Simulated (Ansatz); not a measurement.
[BH2···H···NH], triplet: transfer scan

Starting geometry:

```xyz
6

B    -1.3147    0.0351    0.0000
H    -1.9114    1.0687    0.0000
H    -1.9114   -0.9985    0.0000
H    -0.1212    0.0351    0.0000
N     1.1933    0.0351    0.0000
H     1.4624   -0.9691    0.0000
```

From there H4 is moved from one fragment to the other while all else, the fragments' distance too, stays fixed; atoms are numbered as listed. Energies are in kcal/mol, counted from the starting geometry at the same level.

Basis cc-pVDZ; Ansatz 0.2.0. Only valence electrons are correlated (noble-gas cores frozen). Prefix R: restricted or restricted open-shell reference; prefix U: unrestricted.

For open shells CISD is restricted-active-space CI with the open shells as a complete middle space.

Full CI isn't at hand for all of this; UCCSDT(Q) serves as the reference, and is uncertain by about the last step of the cluster series. The frozen core follows each run's orbitals, which can shift R against U totals by a few meV.

```json
{"distance B1-H4 (Å)": "1.110", "UCCSDT(Q)": "1.6", "error UHF": "-2.8", "error CISD": "-0.9", "error UCCSD": "-0.3", "error RCCSDT": "0.0", "error UCCSDT": "0.0", "error RCCSDT(Q)": "0.0"}
{"distance B1-H4 (Å)": "1.194", "UCCSDT(Q)": "0.0", "error UHF": "0.0", "error CISD": "0.0", "error UCCSD": "0.0", "error RCCSDT": "0.0", "error UCCSDT": "0.0", "error RCCSDT(Q)": "0.0"}
{"distance B1-H4 (Å)": "1.233", "UCCSDT(Q)": "0.1", "error UHF": "1.3", "error CISD": "0.4", "error UCCSD": "0.1", "error RCCSDT": "0.0", "error UCCSDT": "0.0", "error RCCSDT(Q)": "0.0"}
{"distance B1-H4 (Å)": "1.272", "UCCSDT(Q)": "0.5", "error UHF": "2.5", "error CISD": "0.7", "error UCCSD": "0.3", "error RCCSDT": "0.0", "error UCCSDT": "0.0", "error RCCSDT(Q)": "0.0"}
{"distance B1-H4 (Å)": "1.311", "UCCSDT(Q)": "1.0", "error UHF": "3.3", "error CISD": "0.8", "error UCCSD": "0.3", "error RCCSDT": "0.0", "error UCCSDT": "0.0", "error RCCSDT(Q)": "0.0"}
{"distance B1-H4 (Å)": "1.350", "UCCSDT(Q)": "1.5", "error UHF": "3.9", "error CISD": "0.9", "error UCCSD": "0.4", "error RCCSDT": "0.1", "error UCCSDT": "0.0", "error RCCSDT(Q)": "0.0"}
{"distance B1-H4 (Å)": "1.390", "UCCSDT(Q)": "2.1", "error UHF": "3.9", "error CISD": "0.8", "error UCCSD": "0.4", "error RCCSDT": "0.1", "error UCCSDT": "0.0", "error RCCSDT(Q)": "0.0"}
{"distance B1-H4 (Å)": "1.429", "UCCSDT(Q)": "2.8", "error UHF": "3.6", "error CISD": "0.7", "error UCCSD": "0.3", "error RCCSDT": "0.0", "error UCCSDT": "0.0", "error RCCSDT(Q)": "0.0"}
{"distance B1-H4 (Å)": "1.468", "UCCSDT(Q)": "4.0", "error UHF": "2.9", "error CISD": "0.4", "error UCCSD": "0.2", "error RCCSDT": "0.0", "error UCCSDT": "0.0", "error RCCSDT(Q)": "0.0"}
```

Errors are those of relative energies. In total energy the starting point itself misses UCCSDT(Q) by: UHF 165.0, CISD 16.1, UCCSD 3.8, RCCSDT 0.2, UCCSDT 0.2, RCCSDT(Q) 0.0 kcal/mol.

Spread of the error over the points with a reference, to 1.468 Å (largest less smallest): RCCSDT(Q) 0.0, UCCSDT 0.1, RCCSDT 0.1, UCCSD 0.7, CISD 1.7, UHF 6.8 kcal/mol.
